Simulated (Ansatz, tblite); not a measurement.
# The cluster Na2Cl2: one state, many levels

How do method and basis change the picture of the cluster Na2Cl2 (singlet)?

The runs use Ansatz 0.2.0, Gaussian basis; as each input shows.

Plan: GFN1-xTB, GFN2-xTB, PBE-D4/def2-TZVP, r2SCAN-D4/def2-TZVP, B3LYP-D4/def2-TZVP, HSE06-D4/def2-TZVP, B97M-V/def2-TZVP, LC-ωPBE/def2-TZVP, B2PLYP/def2-TZVP, PBE-D4/def2-SVP, PBE0-D4/def2-SVP, HF/STO-3G, PBE0-D4/def2-TZVPD, PBE-D4/def2-TZVPD, r2SCAN-D4/def2-TZVPD, CCSD(T)/def2-TZVPP, MP2/def2-TZVP, RPA/def2-TZVP.

1 further run of the same task is left out (set aside as unsound or not needed). Runs told in other sessions of the task aren't counted.

## 1. The structure

The singlet was relaxed beforehand with PBE0-D4/def2-TZVP. At that level it is the lowest of the isomers that a small search found.

4 atoms, charge 0, spin multiplicity 1.

Bond lengths: Na1–Cl3 2.531 Å, Na1–Cl4 2.532 Å, Na2–Cl3 2.532 Å, Na2–Cl4 2.531 Å. Angles: Cl3–Na1–Cl4 101.9°, Cl3–Na2–Cl4 101.9°, Na1–Cl3–Na2 78.1°, Na1–Cl4–Na2 78.1°.

As a file:

```xyz
4
Cl2Na2
Na    0.01931    1.45048   -0.66265
Na   -0.01924   -1.45035    0.66316
Cl    1.92702    0.14027    0.36158
Cl   -1.92710   -0.14041   -0.36210
```

PBE0-D4/def2-TZVP was run before; its log isn't repeated, and its numbers join the tables.

## 2. GFN1-xTB

Tight binding, by tblite at 300 K electronic temperature and without a spin-polarisation term:

```python
tblite.interface.Calculator('GFN1-xTB', numbers, positions, charge=0, uhf=0).singlepoint()
```

Energy -252.0203 eV, HOMO -12.35 eV, LUMO -5.98 eV; 0.004 s.

## 3. GFN2-xTB

Tight binding, by tblite at 300 K electronic temperature and without a spin-polarisation term:

```python
tblite.interface.Calculator('GFN2-xTB', numbers, positions, charge=0, uhf=0).singlepoint()
```

Energy -263.8738 eV, HOMO -10.77 eV, LUMO -8.45 eV; 0.003 s.

## 4. PBE-D4/def2-TZVP

start.molden holds the orbitals of an earlier run on this state, given as this run's starting guess.

File in.yaml:

```yaml
crystal:
  periodic: [false, false, false]
  atoms:
    - {symbol: Na, position_ang: [0.019315, 1.450480, -0.662655]}
    - {symbol: Na, position_ang: [-0.019239, -1.450349, 0.663162]}
    - {symbol: Cl, position_ang: [1.927021, 0.140274, 0.361578]}
    - {symbol: Cl, position_ang: [-1.927096, -0.140405, -0.362095]}
basis:
  gaussian: {orbitals: def2-TZVP, initial_orbitals: start.molden}
hamiltonian: {xc: pbe, dispersion: d4}
scf: {omitted_lower_state_checks: [starts]}
output: {orbitals: {seedname: orbitals}}
```

The run is started by

```bash
$ ansatz run in.yaml --threads 4 --pin off --events-out ev --progress --plain --max-ram 3916MiB
```

After this run come: r2SCAN-D4/def2-TZVP; B3LYP-D4/def2-TZVP; HSE06-D4/def2-TZVP; B97M-V/def2-TZVP; LC-ωPBE/def2-TZVP; B2PLYP/def2-TZVP; PBE-D4/def2-SVP; PBE0-D4/def2-SVP; HF/STO-3G; PBE0-D4/def2-TZVPD; PBE-D4/def2-TZVPD; r2SCAN-D4/def2-TZVPD; CCSD(T)/def2-TZVPP; MP2/def2-TZVP; RPA/def2-TZVP.

**Question.** What will the summary of the whole plan be? Wanted: gap in def2-TZVP, named functionals, smallest and largest; correlation energy, CCSD(T)/def2-TZVPP; correlation energy, MP2/def2-TZVP; PBE0 total energy, smallest basis above largest.

As calculated:

| quantity | value |
| --- | --- |
| gap in def2-TZVP, named functionals, smallest and largest | 4.47 eV (PBE-D4), 10.40 eV (LC-ωPBE) |
| correlation energy, CCSD(T)/def2-TZVPP | -21.61 eV |
| correlation energy, MP2/def2-TZVP | -19.71 eV |
| PBE0 total energy, smallest basis above largest | 11.73 eV (def2-SVP, def2-TZVPD) |

What this shows: Orbital gaps of the named functionals in def2-TZVP span 4.47 eV (PBE-D4) to 10.40 eV (LC-ωPBE); exact exchange widens it.
